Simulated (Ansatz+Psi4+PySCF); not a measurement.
The numbers below are computed, except where a source is named.
## Ansatz (development build ahead of 0.2.0) run

```yaml
crystal:
  periodic: [false, false, false]
  atoms:
    - { symbol: "N", position_ang: [0.0, 0.0, 0.12993] }
    - { symbol: H, position_ang: [0.0, 0.0, -2.98836] }
basis:
  gaussian: { orbitals: cc-pVTZ }
magnetization:
  initial_magnetization: 2
hamiltonian:
  xc: hf
correlation:
  method: mp2
  frozen_orbitals: { H: 0, "N": 1 }
```

The input is written out in the form of the current development build from the run's settings. Correlation on restricted open-shell orbitals is semicanonical, with singles.

The run gave:

```json
{"Converged": "yes", "Reference energy": "-54.75948 hartree", "Correlation energy": "-0.11581 hartree", "Total energy": "-54.87529 hartree", "Spin squared of the determinant": "2.000", "Stability test": "minimum among restricted orbitals", "Occupied orbitals by symmetry in an Abelian subgroup (alpha; beta)": "3 A1 1 B1 1 B2; 2 A1 1 B1"}
```

Messages of the program:
```
unrestricted determinant -1493.91803545 eV, -54.9004751886 hartree, S^2 3.0020
the total lies above the unrestricted determinant: it is not the lowest state's
```

Caution: bonds are stretched, where a single reference can fail; an unrestricted determinant lies well below; the program doubts this total.
